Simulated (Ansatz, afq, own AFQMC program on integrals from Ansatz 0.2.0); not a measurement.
# Atomization energy of AlCCl, triplet

```xyz
3

Al    0.0000    0.0000    1.8452
C     0.0000    0.0000   -0.0999
Cl    0.0000    0.0000   -1.7453
```

Connectivity, by distances: Al–C–Cl.

Atoms in their ground-state spins without spin–orbit coupling (mostly on UHF) minus the molecule (ROHF), without zero-point energy. The geometry is a stationary point, not shown to be a minimum.

Basis cc-pVDZ. Noble-gas cores (and the filled d shells of Ga–Kr and In–Xe) are frozen. AFQMC by an in-house program on the Cholesky factors that Ansatz 0.2.0 writes for its CCSD(T) run. The CISD trial takes its coefficients from CCSD amplitudes. Released means that phaseless walkers are propagated on without the constraint, phases kept. Free projection: walkers drawn from exp(T), propagated without any constraint. Its projection time is finite, and what remains of the start isn't in its error. Uncertainties: one standard error, sampling alone. The errors of all members are added in quadrature.

No full CI on the walks' own integrals is used here; CCSDT(Q) serves as the reference and is uncertain by about the last step of the cluster series. Each member takes its own surest rung, up to full CI.

The best estimate is CCSD(T) at the basis-set limit (CBS: def2-TZVPP and def2-QZVPP, with their diffuse functions for anions and beside diffuse sets, CCSD(T) itself extrapolated) plus the step from CCSD(T) to CCSDT(Q) in cc-pVDZ. Rows without CBS are in cc-pVDZ; B2PLYP and the wave-function rows carry a basis error of their own. Core correlation and relativity beyond core potentials are missing, and ± holds the sampling alone.

Cautions: AlCCl (triplet): lower spins were not checked.

Estimate: order these levels by their error in the atomization energy against the best estimate, smallest first.
A. MP2
B. CCSD(T)
C. CCSD
D. CCSD(T)/CBS

D (0.7 kcal/mol), A (17.0 kcal/mol), B (23.7 kcal/mol), C (28.0 kcal/mol).

Best estimate: 167.5 kcal/mol.

Best estimates are given only where the step beyond CCSD(T) is under 0.3 eV and no member's determinant is very poor (T1 over 0.05, or 0.07 for open shells, ⟨S²⟩ too high by 0.3, two states mixed), so the hardest cases are missing from such tables.

Each member of a difference takes its own highest rung, so a best estimate needn't equal the limit plus the step of one row. A walk keeps the symmetry of its determinant, which the program's search chose and which needn't be the lowest solution, so a lower state of the same spin and another symmetry isn't excluded.
